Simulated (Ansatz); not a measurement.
# Relaxing KI2

Computed with DFT PBE, scalar-relativistic, plane waves, PAW (Ansatz 0.2.0). Cutoff 420 eV, Γ-centred k mesh, Gaussian smearing, no spin polarisation in the final step.

KI2 was placed on the rutile structure type (P4_2/mnm, No. 136), with K in place of Ti, I in place of O, at a guessed volume.

```
CELL_PARAMETERS angstrom
7.37744 0.00000 0.00000
0.00000 7.37744 0.00000
0.00000 0.00000 4.75182
ATOMIC_POSITIONS crystal
K 0.00000 0.00000 0.00000
K 0.50000 0.50000 0.50000
I 0.30600 0.30600 0.00000
I 0.19400 0.80600 0.50000
I 0.69400 0.69400 0.00000
I 0.80600 0.19400 0.50000
```

Cell and atoms relax at zero pressure; the relaxation can't lower the symmetry of the start. After a coarse first stage the cell is made exact in the group found at 0.06 Å.

Formation energies are uncorrected and refer to the elements' standard structures at the same level.

Question: Which crystal results?

Answer: It keeps P4_2/mnm (No. 136), but not the shape of the type it started on. Conventional cell: a = 7.359 Å, c = 6.401 Å. K has 6 I at 3.58–3.60 Å; I has 1 I at 3.22 Å and 3 K at 3.58–3.60 Å.

```xyz
6
Lattice="7.3587 0.0000 0.0000 0.0000 7.3587 0.0000 0.0000 0.0000 6.4007" Properties=species:S:1:pos:R:3 pbc="T T T"
K     0.0000    0.0000    0.0000
K     3.6793    3.6793    3.2003
I     2.5427    2.5427    0.0000
I     1.1367    6.2220    3.2003
I     4.8160    4.8160    0.0000
I     6.2220    1.1367    3.2003
```

Question: What are its volume, energy, density and gap?

Answer: The volume per atom is 57.77 Å³, the density is 2.81 g/cm³ and the energy over the elements is -0.72 eV/atom. The gap on the 6×6×8 mesh is 0 eV (a metal).

The final run used a 6×6×8 mesh on its 6-atom cell and 0.10 eV smearing. For metals, differences of a few meV/atom aren't resolved. Spin–orbit coupling is left out. A structure relaxed within its symmetry needn't be a true minimum. The steps took roughly 16 core-minutes in all.